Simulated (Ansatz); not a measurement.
A nudged elastic band was laid between two geometries of C3H5S (9 atoms, charge 1, multiplicity 1).

The calculation used RHF/cc-pVDZ in Ansatz 0.2.0.

```json
{"movable images": "9", "climbing image": "yes", "spring": "0.5 eV/Å²", "optimiser": "quadratic models (default)", "start path": "through a guess of the saddle point", "force threshold": "0.05 eV/Å", "iteration limit": "60", "end points": "relaxed"}
```

First end point:

```xyz
9
Properties=species:S:1:pos:R:3
C -0.282 0.542 -1.138
C -0.163 -0.146 0.052
C 1.124 -0.465 0.437
S -1.598 -0.725 0.963
H 0.592 0.857 -1.698
H -1.254 0.782 -1.555
H 1.316 -1.058 1.324
H 1.982 -0.138 -0.140
H -1.717 0.350 1.755
```

Last end point:

```xyz
9
Properties=species:S:1:pos:R:3
C -0.272 0.592 -1.116
C -0.112 0.103 0.165
C 1.134 -0.415 0.460
S -1.388 0.277 1.416
H 0.520 0.510 -1.853
H -1.190 1.081 -1.423
H 1.380 -0.761 1.458
H 1.908 -0.483 -0.297
H -1.980 -0.904 1.190
```

Problem. What changes between the two ends?

Solution. No bond is made or broken. The dihedral C1–C2–S4–H9 goes from -93 to 93°. The two ends are copies of one structure, up to a mirror image or an exchange of like atoms.

Problem. Give the energies along the band, and the barrier.

Solution. It converged. The highest image is number 5 of 0 to 10, 1.7 kcal/mol above the ends, which have the same energy within 2 meV. Another band between the same ends (9 images) ends at a top of the same energy, where a vibrational analysis finds 1 clearly imaginary mode. Limits of this set-up: the dipole of an ion depends on the origin.

```tsv
image	path coordinate (Å)	energy (kcal/mol)	dihedral C1–C2–S4–H9 (°)
0	0.00	0.0	-93
1	0.32	0.2	-75
2	0.65	0.6	-57
3	0.97	1.2	-38
4	1.28	1.6	-18
5	1.60	1.7	2
6	1.91	1.5	22
7	2.21	1.1	42
8	2.52	0.5	60
9	2.82	0.1	77
10	3.12	0.0	93
```

Problem. What is the geometry of the highest image?

Solution. 
```xyz
9
Properties=species:S:1:pos:R:3:forces:R:3
C -0.291 0.580 -0.966 -0.01 0.01 -0.01
C -0.077 -0.088 0.220 0.00 -0.01 0.01
C 1.226 -0.511 0.402 0.00 0.00 0.01
S -1.295 -0.429 1.475 0.01 0.01 0.00
H 0.521 0.735 -1.665 0.00 0.00 0.00
H -1.262 0.971 -1.250 0.00 0.00 0.00
H 1.536 -1.053 1.290 0.00 0.00 0.00
H 1.985 -0.311 -0.344 0.00 0.00 0.00
H -2.343 0.105 0.839 0.00 0.00 0.00
```

The run took 2.1 min on 1 thread of AMD EPYC 7R43 64-Core Processor (Zen 3), on a shared host, peak memory 0.17 GiB.
